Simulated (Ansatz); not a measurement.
# A ladder of methods for SiH4O2 (SMILES O[SiH2]O)

SiH4O2: 7 atoms, total charge 0, spin state singlet. SMILES: `O[SiH2]O`. Geometry: relaxed at PBE0-D4/def2-TZVP. This is one conformer, not always the lowest. The run starts from this shape.

Quantity: the adiabatic ionisation energy (to the doublet cation, no zero-point term), in eV. The values are calculated.

```csv
level,kind,program,value (eV),CPU time (all runs)
HF/STO-3G,Hartree–Fock,Ansatz,5.86,4.5 s
HF/3-21G,Hartree–Fock,Ansatz,9.09,8.5 s
HF/6-31G* (Cartesian functions),Hartree–Fock,Ansatz,9.67,9.4 s
PBE/def2-SVP,GGA,Ansatz,10.03,20 s
B3LYP/6-31G* (Cartesian functions),global hybrid,Ansatz,10.51,18 s
wB97X-V/def2-SVP,range-separated hybrid,Ansatz,10.64,65 s
MP2/6-31G* (Cartesian functions),perturbation theory,Ansatz,11.01,15 s
```

The values span 5.86 to 11.01 eV. Without the sets that lack polarisation functions the rows with a basis span only 9.67 to 11.01 eV. CPU times are rough (shared hosts, several kinds of processor and program).
